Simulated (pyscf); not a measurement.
PySCF, gas phase, ωB97X-D3(BJ)/def2-SVP geometries.

Task: For the elementary gas-phase step hydrogen chloride (HCl) + Cl–TiH(Cl)–Cl → titanium tetrachloride (Cl–Ti(Cl)(Cl)–Cl) + hydrogen (H₂) (singlet surface; Cl–H, H–Ti broken, Cl–Ti, H–H formed), what barrier and reaction energy does ωB97M-D3(BJ)/def2-TZVP give, measured from the separated reactants?

Result: ΔE‡ = 5.3 kcal/mol, ΔE = -34.7 kcal/mol. Zero-point energy shifts the barrier by +0.7 kcal/mol. It is a four-centre exchange, with an imaginary mode of 337i cm⁻¹. On the reactant side the descent ends in an adduct with a Cl–Ti contact, 3.1 kcal/mol under the separated species and 4.1 kcal/mol under the saddle at ωB97X-D3(BJ)/def2-TZVP. What is counted as formed (Cl–Ti) is already present as a longer contact in the reactant adduct; forming that adduct is a step of its own. At ωB97X-D3(BJ) the barrier from the zero used here is 1.1 kcal/mol. One saddle was located; it need not be the lowest between these sides.
